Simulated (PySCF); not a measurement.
One of the candidates below gave these computed data.

All candidates are C4H5NS.

* Dipole: 1.98 D [PBE0/def2-SVPD]
* Polarisability: 69.2 au [PBE0/def2-SVPD]
* Triplet: lowest triplet excitation (Tamm–Dancoff): 3.75 eV [TDA PBE0/def2-SVPD]
* UV, first state: lowest singlet excitation: 5.35 eV (232 nm, f = 0.000) [TDDFT PBE0/def2-SVPD]
* Rotational structure: rotational constants A, B, C: 5.379, 3.231, 2.044 GHz [GFN2-xTB]
* UV, strongest line: among the 8 lowest singlet transitions: S2 at 5.59 eV (222 nm, f = 0.122) [TDDFT PBE0/def2-SVPD]

The electronic properties come from PySCF, for the isolated species, density fitting. Levels stand in brackets. Geometry: GFN2-xTB; no solvent, vibrations or thermal averaging.

Problem. Which candidate is it?
A. `C[C@@]1(C#N)CS1`
B. `CS/C=C/C#N`
C. `Cc1cncs1`

Solution. C. It is `Cc1cncs1`. Numbering: `[CH3:1][c:2]1[cH:3][n:4][cH:5][s:6]1`. Its formula, C4H5NS, gives 3 degrees of unsaturation: 1 ring and 2 π bonds in the structure found (Kekulé form). S1 is mainly HOMO−1→LUMO (weight 0.99); the largest Löwdin shares of the orbital it empties are 0.60 on the pyridine-type nitrogen, 0.13 on the thiophene-type sulfur, 0.10 on an aromatic CH next to a ring nitrogen and 0.08 on an aromatic CH next to a ring nitrogen, of the orbital it fills 0.24 on the thiophene-type sulfur, 0.23 on an aromatic CH next to a ring nitrogen, 0.18 on the substituted aromatic carbon and 0.16 on the pyridine-type nitrogen. The optimised geometry has point group Cs and is an asymmetric top.

The others, at the same levels:
- `CS/C=C/C#N` fails: its computed lowest singlet excitation is 5.11 eV (243 nm, f = 0.471) (against 5.35 eV), lowest triplet excitation (Tamm–Dancoff) is 3.22 eV (against 3.75 eV) and static isotropic polarisability is 78.6 au (against 69.2 au).
- `C[C@@]1(C#N)CS1` fails: its computed lowest singlet excitation is 4.50 eV (276 nm, f = 0.002) (against 5.35 eV), lowest triplet excitation (Tamm–Dancoff) is 3.97 eV (against 3.75 eV) and rotational constant A is 4.422 GHz (against 5.379 GHz).

Each candidate is one conformer, not necessarily the lowest. The conformers computed, where there is a choice (atom-mapped SMILES and torsion angles):
- `[CH3:1][S:2]/[CH:3]=[CH:4]/[C:5]#[N:6]`: C1–S2–C3–C4 0°
